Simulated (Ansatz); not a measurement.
# CH6OSi: the cost of one run

All numbers below are computed with Ansatz 0.2.0 (RKS PBE/def2-SVP).

### Step 1. The structure to begin with

Bond lengths: Si1–H2 1.660 Å, Si1–H3 1.660 Å, Si1–O4 1.679 Å, O4–C5 1.420 Å, C5–H6 1.110 Å, C5–H7 1.110 Å, C5–H8 1.110 Å, Si1–H9 1.459 Å. Angles: H2–Si1–H3 35.4°, H2–Si1–O4 123.4°, H2–Si1–H9 123.4°, H3–Si1–O4 123.4°, H3–Si1–H9 123.4°, O4–Si1–H9 109.5°, Si1–O4–C5 125.0°, O4–C5–H6 109.5°, O4–C5–H7 109.5°, O4–C5–H8 109.5°, H6–C5–H7 109.4°, H6–C5–H8 109.4°, H7–C5–H8 109.4°.

Structure file:

```xyz
9

Si    0.0000    0.0000    0.0000
H     0.9994    0.0000    1.3254
H     1.5827    0.0000    0.5009
O    -0.7913    1.3709   -0.5594
C    -2.1512    1.4177   -0.9653
H    -2.7687    0.8215   -0.2614
H    -2.5023    2.4707   -0.9639
H    -2.2473    0.9975   -1.9882
H    -0.6877   -1.1914   -0.4862
```

### Step 2. Pulling towards end A

Springs on the bonds that form and break draw the guess towards this end; the thresholds are loose.

File input.yaml:

```yaml
crystal:
  periodic: [false, false, false]
  atoms:
    - { symbol: Si, position_ang: [0.0, 0.0, 0.0] }
    - { symbol: H, position_ang: [0.9994, 0.0, 1.3254] }
    - { symbol: H, position_ang: [1.5827, 0.0, 0.5009] }
    - { symbol: O, position_ang: [-0.7913, 1.3709, -0.5594] }
    - { symbol: C, position_ang: [-2.1512, 1.4177, -0.9653] }
    - { symbol: H, position_ang: [-2.7687, 0.8215, -0.2614] }
    - { symbol: H, position_ang: [-2.5023, 2.4707, -0.9639] }
    - { symbol: H, position_ang: [-2.2473, 0.9975, -1.9882] }
    - { symbol: H, position_ang: [-0.6877, -1.1914, -0.4862] }
basis:
  gaussian: { orbitals: def2-SVP }
hamiltonian:
  xc: pbe
relax:
  f_tol: 0.15
  max_steps: 25
  restrain:
    - { distance: [1, 2], at: 1.86, k: 30.0 }
    - { distance: [0, 1], at: 1.46, k: 30.0 }
    - { distance: [0, 2], at: 1.46, k: 30.0 }
```

Launch:

```bash
$ ansatz run input.yaml --threads 1 --pin off --max-ram 2048MiB --backend cpu --events-out ev --progress --plain --runs-dir out
```

Q: Estimate wall time and peak memory on 1 thread of Arm Neoverse V1, shared host.

About 22 s, with a peak of 0.13 GiB.
